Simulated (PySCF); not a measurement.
Species: CH$_{3}$O, charge -1, multiplicity 1. It need not be the lowest isomer of its formula. Whether it binds its extra electron was not tested at this geometry. SMILES: [CH2-]O
Structure (B3LYP-D3(BJ)/def2-TZVP (Ansatz) minimum search):
```xyz
5

C     -0.1665     0.7756     0.0111
O     -0.0916    -0.7333    -0.0101
H      0.8381    -1.0042    -0.0154
H      0.4482     1.0964     0.8901
H      0.4454     1.1210    -0.8605
```
Charge -1, spin multiplicity 1.

Dispersion corrections to the total energy (kcal/mol) from the dftd3 and dftd4 libraries through PySCF: D3(BJ) without and D4 with the three-body term, each with the damping fitted for the functional named.

| functional | D3(BJ) | D4 |
|---|---|---|
| HSE06 | -0.49 | -0.87 |
| PBE | -0.94 | -1.18 |
| LC-wPBE | -0.77 | -1.29 |
| B2GP-PLYP | (withheld) | -0.46 |
| TPSS | (withheld) | -1.61 |
| B3LYP | -1.56 | -1.89 |
| PW6B95 | (withheld) | -1.04 |

### Question
Some entries are withheld; supply them.

### Answer

- B2GP-PLYP, D3(BJ): -0.44
- TPSS, D3(BJ): -1.13
- PW6B95, D3(BJ): -0.36
